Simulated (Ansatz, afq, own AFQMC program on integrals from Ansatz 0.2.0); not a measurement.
# AlBH₂ (singlet): quantum Monte Carlo beside coupled cluster, cc-pVQZ, part 2 of 2

Ansatz 0.2.0, Gaussian basis, and an in-house AFQMC program (afq) on its integrals; all values are calculated; cc-pVQZ, frozen cores.

## Step 13: Free-projection AFQMC, CISD trial on RHF

It reads the integrals that the CCSD(T) run on this determinant wrote.

The run is started by

```bash
$ afq ham --method free --trial cisd --walkers 200 --time-step 0.03 --max-blocks 4000 --target-error 0.00034 --factor-cut 1e-05 --seed 7495 --times 0,0.3,0.6,1.2,1.8,2.4,3.6,4.8,6 --taylor-order 8
```

Standard output:

```text
orbitals 168  electrons 4 4  factors 1028 of 1029
reference energy -267.69822175 Eh
CCSD correlation -0.19313301 Eh in 12 cycles, weight of the determinant in the CISD state 0.8672
repeat  energy at the last time / Eh  error
    10  -267.893972  0.000871
    20  -267.895830  0.000872
    30  -267.896619  0.000736
    40  -267.897451  0.000694
    50  -267.897873  0.000643
    60  -267.897701  0.000625
    70  -267.897434  0.000543
    80  -267.897649  0.000517
    90  -267.897832  0.000520
   100  -267.897791  0.000485
   110  -267.897872  0.000470
   120  -267.898086  0.000455
   130  -267.898151  0.000435
   140  -267.898084  0.000427
   150  -267.897948  0.000408
   160  -267.898079  0.000399
   170  -267.897909  0.000405
   180  -267.897967  0.000401
   190  -267.897920  0.000395
   200  -267.897982  0.000380
   210  -267.897810  0.000380
time / (1/Eh)  energy / Eh  error  mean overlap
  0.00  -267.891392  0.000063  1.1534
  0.30  -267.895109  0.000072  1.1479
  0.60  -267.896529  0.000071  1.1437
  1.20  -267.897593  0.000080  1.1414
  1.80  -267.898142  0.000095  1.1334
  2.40  -267.898307  0.000112  1.1209
  3.60  -267.898331  0.000171  1.1270
  4.80  -267.898889  0.000272  1.1064
  6.00  -267.897868  0.000376  1.1308
energy -267.897868 +/- 0.000376 Eh
```

It took 1.7 min on 1 × NVIDIA H100 80GB HBM3 with 2 threads of AMD EPYC 7R13 (Zen 3), shared host; peak host memory 2 GiB.

Energy -7289.8724 ± 0.0102 eV. Caveats: remainder of the start not in the error.

## Step 14: UHF

File in.yaml:

```yaml
crystal:
  periodic: [false, false, false]
  atoms:
    - {symbol: B, position_ang: [0.000000, 0.000000, 1.484785]}
    - {symbol: Al, position_ang: [0.000000, 0.000000, -0.755666]}
    - {symbol: H, position_ang: [0.000000, 1.004980, 2.151421]}
    - {symbol: H, position_ang: [0.000000, -1.004980, 2.151421]}
basis:
  gaussian: {orbitals: cc-pVQZ}
magnetization: {spin_polarized: true, initial_magnetization: 0}
hamiltonian: {xc: hf}
output: {orbitals: {seedname: orbitals}}
```

The run is started by

```bash
$ ansatz run in.yaml --threads 1 --pin off --events-out ev --progress --plain --max-ram 16896MiB --backend cuda --devices 0, --max-vram 18GiB
```

Standard output:

```text
Functional definition: HF
  name "HF"
  cite "Fock, Z. Phys. 61, 126 (1930) doi:10.1007/BF01340294"
  parent pbe
  exchange = exact_x
  correlation = 0
710 factors; their error is unknown
mean field evaluation 1: about -7283.3211 eV, gradient 9.1e0 eV
mean field evaluation 2: about -7284.1699 eV, gradient 2.8e0 eV
mean field evaluation 4: about -7284.2851 eV, gradient 1.6e-1 eV
mean field evaluation 8: about -7284.4394 eV, gradient 2.4e-2 eV
mean field evaluation 16: about -7284.5159 eV, gradient 5.9e-1 eV
mean field evaluation 32: about -7283.6666 eV, gradient 8.8e-1 eV
mean field evaluation 64: about -7284.5720 eV, gradient 3.9e-1 eV
mean field evaluation 96: about -7280.3420 eV, gradient 1.3e1 eV
mean field evaluation 128: about -7284.4392 eV, gradient 3.1e-1 eV
mean field -7284.64714264 eV, -267.7058447808 hartree, gradient 3.0e-5 eV, S^2 0.690571; 9 other end points of the search recorded, 0 dependent functions left out
reference -7284.64714264 eV, -267.7058447808 hartree; 10, 10 occupied and 164, 164 virtual orbitals, 710 factors
Total energy: -7284.64714264 eV, -267.7058447808 hartree
```

Run time: 4.6 s. Hardware: 1 × NVIDIA H100 80GB HBM3 with 1 thread of AMD EPYC 7R13 (Zen 3), shared host; peak host memory 2 GiB.

From the report: ⟨S²⟩ of the determinant 0.691 (pure singlet: 0.00). The determinant is far from a pure spin state, so its energy mixes those of several spin states (harmless only where they are near-degenerate, as at dissociation).

## Step 15: CCSD(T) on UHF

Changes to in.yaml since step 14:

```diff
@@ -10,3 +10,2 @@
 magnetization: {spin_polarized: true, initial_magnetization: 0}
-hamiltonian: {xc: hf}
-output: {orbitals: {seedname: orbitals}}
+correlation: {method: ccsd_t, electrons: outside_noble_gas, hamiltonian_folder: ham}
```

The command is unchanged.

Standard output (excerpt; [...] marks lines left out):

```text
Functional definition: HF
  name "HF"
  cite "Fock, Z. Phys. 61, 126 (1930) doi:10.1007/BF01340294"
  parent pbe
[...]
1029 factors; integrals over basis functions are off by at most 9.3e-4 eV
[...]
mean field -7284.64749772 eV, -267.7058578299 hartree, gradient 2.4e-6 eV, S^2 0.690574; 17 other end points of the search recorded, 0 dependent functions left out
determinant -7284.64749772 eV, -267.7058578299 hartree, with singles and doubles -7289.80794308 eV, -267.8955006990 hartree
determinant -7283.91062845 eV, -267.6787783837 hartree, with singles and doubles -7288.98169065 eV, -267.8651364820 hartree
determinant -7282.95283928 eV, -267.6435802807 hartree, with singles and doubles -7287.89846886 eV, -267.8253288155 hartree
determinant -7281.90192519 eV, -267.6049599002 hartree, with singles and doubles -7286.56441503 eV, -267.7763032417 hartree
determinant -7281.81996260 eV, -267.6019478307 hartree, with singles and doubles -7286.74402811 eV, -267.7829039006 hartree
determinant -7284.43970928 eV, -267.6982217453 hartree, with singles and doubles -7289.92410232 eV, -267.8997694723 hartree
6 core orbitals not correlated: weight in the atoms' cores, before any rotation towards them, 1.000 or more for the frozen orbitals, at most 0.000 for the correlated occupied ones
reference -7284.64749772 eV, -267.7058578299 hartree; 4, 4 occupied and 164, 164 virtual orbitals, 1029 factors
second order -3.99660946 eV of doubles, -0.00000000 eV of singles
cycle   1  -4.94736070 eV  change   -4.2e-1 eV  update   2.9e-2
[...]
cycle  15  -5.02470517 eV  change    4.2e-6 eV  update   6.3e-6
perturbative correction -0.17207086 eV, -0.0063234874 hartree
Total energy: -7289.84427375 eV, -267.8968358263 hartree
```

It took 12 s on 1 × NVIDIA H100 80GB HBM3 with 1 thread of AMD EPYC 7R13 (Zen 3), shared host; peak host memory 2 GiB.

From the report: ⟨S²⟩ of the determinant 0.691 (pure singlet: 0.00); correlation -5.1968 eV; T1 0.120; largest double amplitude 0.08. The determinant is far from a pure spin state, so its energy mixes those of several spin states (harmless only where they are near-degenerate, as at dissociation).

This run also writes the integrals to the folder ham.

## Step 16: Phaseless AFQMC, CISD trial on UHF

It reads the integrals that the CCSD(T) run on this determinant wrote.

The run is started by

```bash
$ afq ham --method phaseless --trial cisd --walkers 200 --populations 10 --least-time 60 --time-step 0.005 --steps-per-block 50 --equilibration-blocks 28 --max-blocks 4000 --target-error 0.00017 --factor-cut 1e-05 --start spin_pure --seed 7692 --release-times 0.24,0.51,0.99,1.62,2.4 --release-step 0.03 --release-every 3 --taylor-order 6
```

Standard output:

```text
orbitals 168  electrons 4 4  factors 1028 of 1029
reference energy -267.70585783 Eh
CCSD correlation -0.18465471 Eh in 18 cycles, weight of the determinant in the CISD state 0.6901
energy of the start -267.850529 Eh
 block  time / (1/Eh)  mean weight  energy / Eh
     1     0.250  1.0005  -267.868029
     2     0.500  0.9986  -267.877345
     3     0.750  1.0002  -267.883013
     4     1.000  1.0008  -267.886002
     5     1.250  0.9994  -267.889315
     6     1.500  1.0004  -267.891584
     7     1.750  1.0003  -267.892488
     8     2.000  1.0011  -267.894374
     9     2.250  0.9999  -267.894876
    10     2.500  0.9980  -267.898315
    12     3.000  0.9982  -267.899046
    23     5.750  1.0002  -267.898860
    34     8.500  1.0007  -267.895431
    45    11.250  0.9982  -267.897324
    56    14.000  0.9991  -267.900402
    67    16.750  1.0007  -267.894497
    78    19.500  1.0013  -267.895902
    89    22.250  1.0003  -267.898227
   100    25.000  1.0002  -267.895032
   111    27.750  1.0007  -267.897991
   122    30.500  0.9989  -267.895299
   133    33.250  1.0001  -267.892448
   144    36.000  1.0002  -267.895000
   155    38.750  1.0010  -267.895391
   166    41.500  1.0000  -267.892822
   177    44.250  0.9994  -267.896239
   188    47.000  0.9992  -267.898971
   199    49.750  0.9989  -267.889898
   210    52.500  1.0013  -267.896199
   221    55.250  1.0005  -267.901614
   232    58.000  0.9985  -267.899687
   243    60.750  0.9994  -267.905635
   254    63.500  0.9994  -267.902084
   265    66.250  0.9972  -267.899379
   276    69.000  0.9998  -267.901087
   287    71.750  0.9995  -267.902885
   298    74.500  0.9994  -267.901341
   309    77.250  0.9980  -267.896536
   320    80.000  0.9997  -267.899010
   331    82.750  1.0009  -267.894935
   342    85.500  0.9994  -267.902038
   353    88.250  0.9981  -267.897257
   364    91.000  0.9994  -267.896372
   375    93.750  0.9999  -267.897509
   386    96.500  1.0002  -267.900550
   397    99.250  1.0008  -267.894342
   408   102.000  0.9999  -267.897248
   419   104.750  1.0004  -267.899345
   430   107.500  1.0027  -267.906344
   441   110.250  0.9987  -267.895638
   452   113.000  0.9999  -267.902006
   463   115.750  0.9990  -267.899995
error from the spread of 10 populations
released: time / (1/Eh)  energy / Eh  error  mean overlap
  0.24  -267.898689  0.000513  0.9931
  0.51  -267.898542  0.000480  0.9899
  0.99  -267.898821  0.000402  0.9772
  1.62  -267.898327  0.000320  0.9724
  2.40  -267.898659  0.000929  0.9676
energy -267.898128 +/- 0.000414 Eh
```

Run time: 3.4 min. Hardware: 1 × NVIDIA H100 80GB HBM3 with 2 threads of AMD EPYC 7R13 (Zen 3), shared host; peak host memory 3 GiB.

Energy -7289.8794 ± 0.0113 eV. Caveats: constraint bias not in the error; error above the target.

## Step 17: Phaseless AFQMC, single-determinant trial on UHF

It reads the integrals that the CCSD(T) run on this determinant wrote.

The run is started by

```bash
$ afq ham --method phaseless --trial hf --walkers 200 --populations 10 --least-time 40 --time-step 0.005 --steps-per-block 20 --equilibration-blocks 112 --max-blocks 4000 --target-error 0.0008500000000000001 --factor-cut 1e-05 --start spin_pure --seed 7456 --taylor-order 6
```

Standard output:

```text
orbitals 168  electrons 4 4  factors 1028 of 1029
reference energy -267.70585783 Eh
CCSD correlation -0.18465471 Eh in 18 cycles, weight of the determinant in the CISD state 0.6901
energy of the start -267.709877 Eh
 block  time / (1/Eh)  mean weight  energy / Eh
     1     0.100  1.0018  -267.749119
     2     0.200  1.0012  -267.775149
     3     0.300  1.0012  -267.793666
     4     0.400  1.0012  -267.807276
     5     0.500  0.9993  -267.819644
     6     0.600  1.0001  -267.833088
     7     0.700  0.9999  -267.845333
     8     0.800  1.0008  -267.849617
     9     0.900  1.0012  -267.853374
    10     1.000  1.0011  -267.856410
    25     2.500  1.0002  -267.890203
    49     4.900  1.0007  -267.901694
    73     7.300  1.0003  -267.889938
    97     9.700  1.0002  -267.904708
   121    12.100  0.9989  -267.892049
   145    14.500  1.0010  -267.914941
   169    16.900  1.0003  -267.903160
   193    19.300  1.0009  -267.902671
   217    21.700  0.9992  -267.904841
   241    24.100  0.9998  -267.875398
   265    26.500  1.0013  -267.890935
   289    28.900  1.0001  -267.880563
   313    31.300  0.9992  -267.898954
   337    33.700  1.0000  -267.883841
   361    36.100  1.0009  -267.893873
   385    38.500  0.9991  -267.878618
   409    40.900  1.0012  -267.893320
   433    43.300  0.9994  -267.902225
   457    45.700  1.0001  -267.880298
   481    48.100  1.0000  -267.883827
   505    50.500  1.0008  -267.896528
   529    52.900  0.9987  -267.913307
   553    55.300  1.0018  -267.902310
   577    57.700  1.0002  -267.911592
   601    60.100  1.0008  -267.899726
   625    62.500  1.0006  -267.893609
   649    64.900  0.9997  -267.887469
   673    67.300  0.9987  -267.901236
   697    69.700  0.9993  -267.896808
   721    72.100  1.0002  -267.904266
   745    74.500  0.9958  -267.894709
   769    76.900  1.0007  -267.889200
   793    79.300  1.0013  -267.900621
   817    81.700  1.0008  -267.884847
   841    84.100  1.0009  -267.896940
   865    86.500  1.0000  -267.894229
   889    88.900  0.9997  -267.887578
   913    91.300  0.9993  -267.896121
   937    93.700  1.0002  -267.897837
   961    96.100  1.0009  -267.911182
   985    98.500  1.0006  -267.896997
error from the spread of 10 populations
energy -267.895081 +/- 0.001044 Eh
```

It took 82 s on 1 × NVIDIA H100 80GB HBM3 with 2 threads of AMD EPYC 7R13 (Zen 3), shared host; peak host memory 3 GiB.

Energy -7289.7965 ± 0.0284 eV. Caveats: constraint bias not in the error.

## Step 18: All levels side by side

On the RHF determinant, counted from CCSD(T) (a yardstick, not exact):

```tsv
level	energy (eV)	from CCSD(T) (meV)	statistical error (meV)	time
HF	-7284.4397	+5420.2		
MP2	-7288.8368	+1023.1		
CCSD	-7289.6951	+164.8		
CCSD(T)	-7289.8599	0.0		
Phaseless AFQMC, CISD trial, step 0.005, 200 walkers	-7289.8749	-15.0	4.3	2.7 min
Phaseless AFQMC, single-determinant trial, step 0.005, 200 walkers	-7289.8520	+7.9	45.4	82 s
Free-projection AFQMC, CISD trial, step 0.03, 200 walkers	-7289.8724	-12.5	10.2	1.7 min
```

On the UHF determinant, counted from CCSD(T) (a yardstick, not exact):

```tsv
level	energy (eV)	from CCSD(T) (meV)	statistical error (meV)	time
HF	-7284.6475	+5196.8		
MP2	-7288.6441	+1200.2		
CCSD	-7289.6722	+172.1		
CCSD(T)	-7289.8443	0.0		
Phaseless AFQMC, CISD trial, step 0.005, 200 walkers	-7289.8794	-35.2	11.3	3.4 min
Phaseless AFQMC, single-determinant trial, step 0.005, 200 walkers	-7289.7965	+47.7	28.4	82 s
```

The functionals' totals stand on their own zeros and serve differences with other points: PBE -7298.447 eV; r2SCAN -7302.108 eV; PBE0 -7299.277 eV; B3LYP -7304.381 eV; wB97M-V -7302.573 eV; B2PLYP -7299.578 eV.

## Step 19: What came out

This closing draws on all 2 parts.

```
                                                     quantity             value
              Phaseless AFQMC, CISD trial on RHF from CCSD(T)   -15.0 ± 4.3 meV
Phaseless AFQMC, single-determinant trial on RHF from CCSD(T)   +7.9 ± 45.4 meV
        Free-projection AFQMC, CISD trial on RHF from CCSD(T)  -12.5 ± 10.2 meV
              Phaseless AFQMC, CISD trial on UHF from CCSD(T)  -35.2 ± 11.3 meV
Phaseless AFQMC, single-determinant trial on UHF from CCSD(T)  +47.7 ± 28.4 meV
```

What this shows: On RHF the phaseless walk with the CISD trial lies -15.0 meV from CCSD(T), 4 times its error bar. Free projection has no constraint; at the last time it gives -12.5 ± 10.2 meV. On UHF the phaseless walk with the CISD trial lies -35.2 meV from CCSD(T), 3 times its error bar. Error bars are statistical and leave out the constraint, the time step and what remains of the start.
